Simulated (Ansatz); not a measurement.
The same path of BH₅S (7 atoms, charge 0, multiplicity 1) was run twice with different band settings. The coordinate that changes most is the dihedral H4–B1–S2–H6.

Theory: RKS PBE0/def2-SVP in Ansatz.

Relaxed end points:

```xyz
7
Properties=species:S:1:pos:R:3
B -0.532 -0.466 -0.510
S 0.575 0.985 0.295
H -1.638 0.037 -0.434
H -0.347 -1.462 0.161
H -0.076 -0.486 -1.640
H 0.289 0.914 1.617
H 1.789 0.411 0.465
```

```xyz
7
Properties=species:S:1:pos:R:3
B -0.493 -0.505 -0.514
S 1.022 0.545 0.248
H -1.415 -0.417 0.273
H 0.031 -1.601 -0.611
H -0.637 0.067 -1.581
H 0.456 1.722 0.606
H 1.098 0.123 1.533
```

Common settings: movable images 5; spring 5.0 eV/Å²; start path IDPP; force threshold 0.05 eV/Å; iteration limit 60; end points relaxed.

| run | climbing image | optimiser |
| --- | --- | --- |
| 1 | yes | quadratic models (default) |
| 2 | from the first iteration | lbfgs |

(1) What does each run give, and how far can it be trusted?

## Answers

(1) Run 1: converged after 5 iterations, highest image 0.090 eV above the first end. A vibrational analysis at the climbing image gives one clearly imaginary mode, 238i cm⁻¹: a first-order saddle point.
Run 2: converged after 11 iterations, highest image 0.090 eV above the first end. Another band between the same ends (5 images) ends at a top of the same energy, where a vibrational analysis finds 1 clearly imaginary mode.
